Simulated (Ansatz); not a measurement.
Rock-salt KCl: PBE at its full settings (plane-wave cutoff 520 eV, 10×10×10 k mesh, Fermi–Dirac smearing 0.01 eV, scalar-relativistic PAW data made under PBE) and at cheaper ones, in a cell of 2 atoms with Γ-centred meshes.

| level and setting | lattice constant a (Å) | bulk modulus (GPa) |
|---|---|---|
| PBE (Ansatz) | 6.382 | 16.3 |
| PBE (2×2×2 k mesh) (Ansatz) | 6.427 | 15.6 |
| PBE (4×4×4 k mesh) (Ansatz) | 6.382 | 16.3 |
| PBE (6×6×6 k mesh) (Ansatz) | 6.382 | 16.3 |
| PBE (Fermi-Dirac smearing of 0.3 eV) (Ansatz) | 6.382 | 16.2 |

Largest shifts from the full settings: lattice constant a +0.71 % (PBE (2×2×2 k mesh)), against a difference of +2.14 % of the full result from the reference 6.248 Å (measured, low temperature, zero-point motion not removed; as tabulated in Doll and Stoll (1997), arXiv:cond-mat/9707218); bulk modulus -4.3 % (PBE (2×2×2 k mesh)), against a difference of -17.3 % of the full result from the reference 19.7 GPa (measured, 4 K, zero-point motion not removed; as tabulated in Doll and Stoll (1997), arXiv:cond-mat/9707218).

The full settings aren't shown to be converged themselves.

Ansatz's density-functional and Hartree–Fock values are scalar-relativistic unless marked +SOC, with PAW data made under PBE.

Run with cheap settings on purpose, which may leave them unconverged: PBE (2×2×2 k mesh), PBE (4×4×4 k mesh), PBE (6×6×6 k mesh), PBE (Fermi-Dirac smearing of 0.3 eV).

Ansatz is a program for electronic structure.
